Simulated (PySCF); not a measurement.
# How methods differ on the ionisation energy of He

He 1s2 (1S) → He⁺ 1s1 (2S), as a difference of total energies. Calculation: PySCF 2.14, in aug-cc-pVDZ-DK; scalar relativity by spin-free X2C-1e. Correlated levels: valence: nothing frozen. The calculations carry no spin-orbit coupling.

| method | ionisation energy (eV) | error (eV) |
| --- | --- | --- |
| UHF | 23.438 | -1.149 |
| B3LYP | 24.914 | +0.327 |
| M06-2X | 24.723 | +0.136 |
| MP2 (valence) | 24.172 | -0.415 |
| SCS-MP2 (valence) | 24.319 | -0.268 |
| CCSD (valence) | 24.359 | -0.228 |

Reference: 24.587 eV (measured; NIST Atomic Spectra Database, ionization energies).

Errors of the correlated levels include the incompleteness of this basis.

With two correlated electrons CCSD is exact in that space.
